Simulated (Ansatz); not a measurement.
Energy needed to pull apart C$_{2}$H$_{3}$Al (SMILES C#[C][AlH2]), singlet, into free ground-state atoms, from the structure below (displaced at random from a GFN2-xTB minimum); no zero-point or spin–orbit terms; open-shell atoms are treated unrestricted, in their ground-state multiplicity.

```
atom    x (Å)    y (Å)    z (Å)
  C1  -0.7860  -1.6928  -0.3036
  C2  -0.2952  -0.5682  -0.1565
 Al3   0.5362   1.1126   0.2046
  H4  -1.2639  -2.6240  -0.4716
  H5   1.3450   1.8566  -0.8949
  H6   0.4733   1.8388   1.5613
```

Ansatz 0.2.0; basis: def2-TZVPP; cores frozen in the correlated methods. B3LYP uses VWN-RPA correlation.

| method | atomization energy (kJ/mol) |
| --- | --- |
| PBE-D4 | 2198 |
| BLYP-D4 | 2166 |
| r2SCAN-D4 | 2169 |
| PBE0-D4 | ? |
| B3LYP-D4 | 2164 |
| wB97M-V | 2170 |
| HF | 1602 |
| MP2 | 2164 |
| CCSD | ? |
| CCSD(T) | 2116 |

Q: What does PBE0-D4 give? (Judge from chemistry; the value comes from the calculation.)

A: By the calculation: 2155 kJ/mol, which is about 39 kJ/mol more than CCSD(T)/def2-TZVPP.

Q: What does CCSD give? (Judge from chemistry; the value comes from the calculation.)

A: By the calculation: 2077 kJ/mol, which is about 39 kJ/mol less than CCSD(T)/def2-TZVPP.

In triple zeta the MP2 and coupled-cluster atomization energies are still short of their basis limit by a few kcal/mol a bond, whereas those of the functionals are nearly converged, so these differences are not deviations from converged CCSD(T).

No T1 diagnostic of these runs exceeds 0.014.

For scale, one of the runs: CCSD(T)/def2-TZVPP forces, 146 basis functions (an equivalent command: `ansatz run in.yaml --threads 4`). Hardware: 4 CPU threads, shared host. Wall time 23 s; peak host memory 1.6 GiB.
